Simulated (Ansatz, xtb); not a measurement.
# C2H2O+: which of two structures lies lower

Structure X: a doublet given by its coordinates. Structure Y: the doublet with the links of `[CH+]=[C]O`. Both are isolated ions in the gas phase, relaxed with PBE0-D4/def2-TZVP; the shapes shown needn't be the lowest conformers.

X (Å):

```yaml
atoms:
  - { symbol: C, position_ang: [-0.3340, -0.3559, 0.9928] }
  - { symbol: C, position_ang: [0.2334, 0.5640, 0.2734] }
  - { symbol: O, position_ang: [-0.4889, 0.9663, 1.3898] }
  - { symbol: H, position_ang: [-0.6842, -1.3018, 1.3886] }
  - { symbol: H, position_ang: [0.7944, 1.0955, -0.4861] }
```

Close contacts (Å): C1–C2 1.30, C1–O3 1.39, C2–O3 1.39, C1–H4 1.08, C2–H5 1.08.

Y (Å):

```xyz
5

C    -3.7007   -0.8440   -1.5080
C    -3.5324   -1.3638   -0.3967
O    -3.2983   -1.7751    0.7415
H    -3.8648   -0.4200   -2.4832
H    -3.6621   -2.6617    0.9656
```

Energies in hartree; the thermal terms are from PBE0-D4/def2-TZVP harmonic frequencies (ideal gas, rigid rotor, one conformer each, 298.15 K, 1 atm) and include the zero-point energy:

```
                               X           Y
E, CCSD(T)/def2-TZVP  −151.923035  −151.937855
   zero-point energy     0.031122     0.031069
        H(298 K) − E     0.035322     0.035762
        G(298 K) − E     0.007393     0.007126
```

Task: Work out ΔE, ΔE₀, ΔH and ΔG for X → Y in kJ/mol (1 Eh = 2625.50 kJ/mol) and the equilibrium ratio [Y]/[X].

Result: 1. ΔE = −151.937855 − (−151.923035) = −0.014820 Eh = −38.91 kJ/mol.
2. ΔE₀ = ΔE + ΔZPE = −0.014820 + (−0.000053) Eh = −39.05 kJ/mol.
3. ΔH = ΔE + (+0.000440) Eh = −37.75 kJ/mol.
4. ΔG = ΔE + (−0.000267) Eh = −39.61 kJ/mol, so ΔS = (ΔH − ΔG)/T = +6.2 J/(mol K).
5. kT = 0.9442 mEh, so K = [Y]/[X] = exp(−ΔG/kT) = exp(+15.98) ≈ 8.7 × 10^6.

Structure Y is favoured at this temperature. An error of 4 kJ/mol in ΔG would change K by a factor of 5. Mirror images and further conformers aren't counted.

Other levels gave ΔE = −123.5 (GFN2-xTB); −11.9 (HF/STO-3G, GFN2-xTB geometries); −51.3 (r2SCAN-D4/def2-SVP, GFN2-xTB geometries); −39.0 (PBE0-D4/def2-TZVP); −68.9 (HF/def2-TZVP); −27.8 (MP2/def2-TZVP) kJ/mol. Open shells are spin-unrestricted. The correlated steps freeze 3 core orbitals. Programs: Ansatz 0.2.0, xtb 6.7.1.
